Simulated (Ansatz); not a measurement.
# CH2AlB: a trajectory, and a look at its input

Aim: a trajectory from the structure below. Read the input with care, then see what the program makes of it.

Method: PBE0-D4/def2-SVP; program: Ansatz 0.2.0, Gaussian basis.

2 further runs of the same task are left out: 2 that didn't finish.

### 1 The structure

```
B     0.2912   -1.4111    2.1027
C     0.1404   -0.7275    0.9881
Al   -0.0781    0.3793   -0.5610
H    -1.0680    0.0669   -1.7179
H     0.7146    1.6924   -0.8118
```

### 2 The run

The input, run/in.yaml:

```yaml
crystal:
  periodic: [false, false, false]
  atoms:
    - {symbol: B, position_ang: [0.291150, -1.411070, 2.102700]}
    - {symbol: C, position_ang: [0.140360, -0.727530, 0.988070]}
    - {symbol: Al, position_ang: [-0.078120, 0.379300, -0.561000]}
    - {symbol: H, position_ang: [-1.068010, 0.066900, -1.717930]}
    - {symbol: H, position_ang: [0.714620, 1.692400, -0.811840]}
basis:
  gaussian: {orbitals: def2-SVP}
hamiltonian: {xc: pbe0, dispersion: d4}
md: {n_steps: 30, timestep: 0.75, temperature: 200, ensemble: npt, seed: 181, initial_velocities: maxwell_boltzmann}
```

Launch:

```
$ ansatz run in.yaml --threads 2 --pin off --events-out ev --progress --plain --max-ram 3481MiB
```

Before running it: what results should come out? Wanted: this run.

As calculated:

| quantity | value |
| --- | --- |
| this run | refused |
| fault | unknown ensemble |

**Reading.** The ensemble's name is not one that the program knows.
